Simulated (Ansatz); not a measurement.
Mulliken charges of AlFHO, SMILES `[O][AlH][F]` radical from ωB97M-V/def2-TZVPP in Ansatz (PBE0-D4/def2-TZVP geometry).

```
atom   x (Å)   y (Å)   z (Å)  charge (e)
  O1  -0.128  -1.062   1.299      -0.301
 Al2   0.038   0.026  -0.037       0.734
  F3  -1.127  -0.010  -1.192      -0.338
  H4   1.272   0.986  -0.090      -0.095
```

By hand: the dipole of these point charges (1 e Å = 4.8032 D).

Σ q r = (0.327, 0.248, -0.007) e Å, of length 0.410 e Å = 1.97 D.

How does the dipole of the full density compare? (An estimate is asked.)

Ansatz gave: (0.205, 0.193, -0.056) e Å, 1.38 D; the point charges give 1.43 times that, at 12° from its direction.

Point charges leave out the atoms' own dipoles, such as those of lone pairs, and Mulliken's split depends on the basis, so the two needn't agree.
